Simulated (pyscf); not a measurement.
Thermochemistry of product channels of H₃C–NH₂ (SMILES CN) + H• (SMILES [H]) on the doublet surface, in eV, from ωB97M-D3(BJ)/def2-TZVP energies (ideal gas, 1 atm, RRHO with modes under 100 cm⁻¹ raised to 100, one conformer, R ln 2 for rigid chiral ones). Optimised with ωB97X-D3(BJ)/def2-SVP in PySCF.

| products | ΔE | ΔH(298 K) | ΔG(600 K) | ΔG(1200 K) |
|---|---|---|---|---|
| H₃C–NH• (SMILES C[NH]) + H₂ (SMILES [H][H]) | (withheld) | -0.21 | -0.34 | -0.49 |
| CH₃• (SMILES [CH3]) + NH₃ (SMILES N) | -0.95 | -0.93 | -1.14 | (withheld) |

**Question.** Complete the blanks.

**Answer.** 
- H₃C–NH• (SMILES C[NH]) + H₂ (SMILES [H][H]), ΔE: -0.09
- CH₃• (SMILES [CH3]) + NH₃ (SMILES N), ΔG(1200 K): -1.32

These are energies of the channels, which say nothing of barriers. H₃C–NH• lies 0.32 eV over its isomer •H₂C–NH₂, and others may lie lower still (electronic energy, ωB97M-D3(BJ)).
